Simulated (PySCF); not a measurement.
Species: C5H5Cl.
Numbering: `[CH3:1][C:2]1=[CH:3][C:4]/1=[CH:5]\[Cl:6]`

Cartesian coordinates in Å at the GFN2-xTB level; atoms count from 1:
```
atom  x, y, z in Å
C1    -1.8761   -0.1728    0.0193
C2    -0.5082    0.3226    0.1559
C3     0.3628    1.2599    0.5002
C4     0.8987    0.0229   -0.0378
C5     1.8871   -0.7507   -0.4060
Cl6    3.5504   -0.2265   -0.2732
H7    -2.5965    0.5686    0.3605
H8    -2.0743   -0.4174   -1.0244
H9    -1.9942   -1.0876    0.6005
H10    0.5763    2.2250    0.8887
H11    1.7795   -1.7414   -0.8097
```

Probes without a nucleus sit at each ring's centroid and 1 Å off its mean plane on both sides; NICS is minus the shielding there, NICSzz its component along the normal. Level: GIAO PBE0/pcSseg-1 (PySCF, non-relativistic, gas phase) on the GFN2-xTB geometry, one conformer.

Ring bond lengths (Å), with Mayer bond orders in brackets: C2–C3 1.325 (1.57), C3–C4 1.451 (0.90), C4–C2 1.451 (0.91).

Give the NICS values of each ring in ppm.

```
    ring                                                    type  NICS(0)  NICS(1), two faces  NICS(1)zz, two faces  rms pucker (Å)  centre to ring atoms, mean (Å)
C2–C3–C4  3-membered carbocycle; formal bonds 1 double, 2 single    -25.8         -8.7 / -8.7         -13.3 / -13.3            0.00                            0.81
```

What can be read from them?

- C2–C3–C4: mean NICS(1)zz -13.3 ppm, shielded. NICS(0) lies 17 ppm below the mean NICS(1).

What does the geometric index give? HOMA takes Krygowski's 1993 parameters.

- C2–C3–C4: HOMA -0.03 = 1 − EN − GEO, with mean bond length 1.409 Å, EN = α(Ropt − mean)² = 0.117 and GEO = α × variance = 0.915.

At the second NICS(1) probe listed for ring C2–C3–C4, 1 Å off the ring, how large is the induced field along the normal in 9.4 T applied along it?

NICSzz × B0 = -13.3 ppm × 9.4 T = -125 μT, against the applied field.

What are the shieldings of the ring atoms and their hydrogens in the same run (means over atoms taken as equivalent)?

```json
{"atoms": "C2", "environment": "fully substituted alkene carbon", "σ isotropic (ppm)": "39.9", "principal values of the symmetric part, first atom (ppm)": "-85.5, 29.2, 176.0"}
{"atoms": "C3", "environment": "alkene CH carbon", "σ isotropic (ppm)": "56.8", "principal values of the symmetric part, first atom (ppm)": "-53.6, 37.8, 186.2"}
{"atoms": "C4", "environment": "fully substituted alkene carbon", "σ isotropic (ppm)": "64.1", "principal values of the symmetric part, first atom (ppm)": "-47.0, 36.6, 202.6"}
{"atoms": "H10", "environment": "vinylic hydrogen", "σ isotropic (ppm)": "24.00", "principal values of the symmetric part, first atom (ppm)": "22.4, 24.3, 25.3"}
```

The run took 15 s (grids of density and orbitals included) on one thread, Arm Neoverse V1 (aarch64) (shared host), and the process peaked at 0.63 GiB of memory. This is the whole shielding run at PBE0/pcSseg-1, SCF included.
